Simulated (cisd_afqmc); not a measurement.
Input (AFQMC/CISD/aug-cc-pVDZ; cisd_afqmc is a phaseless AFQMC code with CISD trial states that reads the integrals written by Ansatz):

Ansatz 0.2 input:
```python
import cisd_afqmc

open("ham.yaml", "w").write("""\
crystal:
  periodic: [false, false, false]
  atoms:
    - {symbol: F, position_ang: [-0.00000000, -0.00000001, -1.84762600]}
    - {symbol: C, position_ang: [-0.00000000, -0.00000000, -0.42187300]}
    - {symbol: H, position_ang: [0.00000000, 1.02358108, -0.07384301]}
    - {symbol: H, position_ang: [-0.88644722, -0.51179054, -0.07384300]}
    - {symbol: H, position_ang: [0.88644722, -0.51179054, -0.07384300]}
    - {symbol: F, position_ang: [-0.00000000, 0.00000001, 2.15348900]}
basis:
  gaussian:
    orbitals: aug-cc-pVDZ
total_charge: -1
magnetization: {spin_polarized: false}
correlation: {method: ccsd, electrons: outside_noble_gas, hamiltonian_folder: ham}
""")
rep = cisd_afqmc.ansatz("ham.yaml")
e_ccsd = rep["correlation"]["coupled_cluster"]["energy"]["hartree"]
out = cisd_afqmc.run("ham", e_ccsd, trial="CISD", walkers=100, populations=8, threads=8, dt=0.005, steps=40, early=24, settle=10, least=32,
    cut=5e-5, rank_cut=2e-4, target=0.0004, seconds=1500, seed=1, memory=12960, gpu=False)
```

Output:

```
orbitals 93, occupied [11], factors 570 of 907, rank of the doubles 293 of 902
E(HF) = -238.505691
E(CCSD) on the cut factors = -239.122140, shift to the whole factors -0.000011
Energy of the trial state on the determinant = -239.122190
  tau behind 7.2 of longer steps, mean of the populations' last blocks
   2.0  -239.14224
   4.0  -239.14071
   6.0  -239.13962
   8.0  -239.14379
  10.0  -239.14156
  12.0  -239.14151
  14.0  -239.14080
  16.0  -239.13870
  18.0  -239.13870
  20.0  -239.14029
  22.0  -239.13708
  24.0  -239.13831
  26.0  -239.14032
  28.0  -239.14185
  30.0  -239.13892
  32.0  -239.14436
  34.0  -239.13840
  36.0  -239.14196
  38.0  -239.13911
  40.0  -239.14067
blocks 1529 (6 outliers left out), error by blocks joined: 1: 0.00025, 2: 0.00030, 4: 0.00036, 8: 0.00039, 16: 0.00044
E(AFQMC/CISD) = -239.13998 +/- 0.00044
```
